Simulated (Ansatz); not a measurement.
# CHAlO: the cost of one run

Computed with Ansatz 0.2.0, Gaussian basis. Level: def2-TZVPP, core rule «outside noble gas», up to 7 orbitals frozen.

To be run: UHF; ROHF; CCSD(T) on UHF.

2 further runs of the same task are left out: 2 set aside as unsound or not needed.

### Step 1. The geometry

The geometry is a PBE0/def2-TZVP stationary point (not a proven minimum) of the parent state, kept for this charge and spin.

4 atoms, charge 0, spin multiplicity 5.

Atoms are counted from 1 here; the program's logs count them from 0.

Bond lengths: Al1–C2 1.926 Å, Al1–H4 1.582 Å, C2–O3 1.150 Å. Angles: C2–Al1–H4 114.0°, Al1–C2–O3 172.0°.

### Step 2. UHF

in.yaml

```yaml
crystal:
  periodic: [false, false, false]
  atoms:
    - {symbol: Al, position_ang: [0.000000, -0.106146, 1.272497]}
    - {symbol: C, position_ang: [0.000000, 0.083663, -0.643702]}
    - {symbol: O, position_ang: [0.000000, 0.036255, -1.792225]}
    - {symbol: H, position_ang: [0.000000, 1.269000, 2.055591]}
basis:
  gaussian: {orbitals: def2-TZVPP}
magnetization: {spin_polarized: true, initial_magnetization: 4}
hamiltonian: {xc: hf}
output: {orbitals: {seedname: orbitals}}
```

Command:

```bash
$ ansatz run in.yaml --threads 1 --pin off --events-out ev --progress --plain --max-ram 3968MiB --backend cpu
```

**Question.** How long does this run take on 1 thread of AMD EPYC 7R13, shared host, and how much memory does it need?

About 6.5 s, with a peak of 0.27 GiB.
